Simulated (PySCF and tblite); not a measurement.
Results of a calculation; reference values are marked as such.
C₃H₆Cl₂, numbered as in [CH3:1][C@H:2]([Cl:3])[CH2:4][Cl:5].

The ensemble was built from 90 distance-geometry starts (ETKDG and KDG, MMFF94s, GFN2-xTB) and rests on PBE0-D3(BJ)/def2-SVP geometries. Free energies are PBE0-D3(BJ)/def2-TZVP single points with GFN2-xTB rigid-rotor and vibrational terms (modes under about 100 cm⁻¹ blended into free rotors). Symmetry numbers and mirror images are counted. Conformers within 4 kcal/mol (GFN2-xTB free energy) were kept, 5 at most. Programs: PySCF with density fitting and tblite.

Torsions listed: Cl3–C2–C4–Cl5.

```csv
conformer,shape,symmetry,dipole D
1,-67°,C1,2.76
2,65°,C1,2.98
3,173°,C1,0.52
```

(1) Which of these conformers is the most populated at 298.15 K, and with what share?

(2) Give the DFT energies and free energies relative to the lowest, and all weights.

(3) How does its share change from 220 K to 380 K?

Results:

(1) Conformer 3, about 86 %.

(2) 
```json
{"conformer": "1", "shape": "-67°", "E(DFT) kcal/mol": "1.46", "G(298.15 K) kcal/mol": "1.49", "weight %": "6.9"}
{"conformer": "2", "shape": "65°", "E(DFT) kcal/mol": "1.53", "G(298.15 K) kcal/mol": "1.46", "weight %": "7.4"}
{"conformer": "3", "shape": "173°", "E(DFT) kcal/mol": "0.00", "G(298.15 K) kcal/mol": "0.00", "weight %": "85.7"}
```

(3) From 93 % to 78 %; the mixing entropy goes from 0.59 to 1.33 cal/(mol K).
